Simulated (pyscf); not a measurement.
`[CH3][C]([F])([F])[F]` + `[H]` [doublet] → `[CH3][C]([F])[F]` [doublet] + `[FH]`, an atom transfer (doublet surface; C–F broken, F–H formed). Single points on ωB97X-D3(BJ)/def2-SVP structures (PySCF, gas phase). Energies in eV from the separated reactants.

Small-basis levels: PySCF, no dispersion term, spherical d functions. Open shells are spin-unrestricted. 

**Question.** Quick B3LYP/6-31G* single points give ΔE‡ = 1.50 eV and ΔE = +0.04 eV. What does ωB97M-D3(BJ)/def2-TZVP give, and how far is the quick result from it?

**Answer.** ωB97M-D3(BJ)/def2-TZVP gives ΔE‡ = 1.65 eV and ΔE = -0.37 eV. B3LYP/6-31G* lies 0.16 eV under it in the barrier and 0.41 eV over it in the reaction energy, so on this step it does not hold to within 0.13 eV. ωB97M-D3(BJ)/def2-TZVP has limits of its own. This is the saddle that the search found; another between the same sides may lie lower. The angle at the transferred F is 177°.
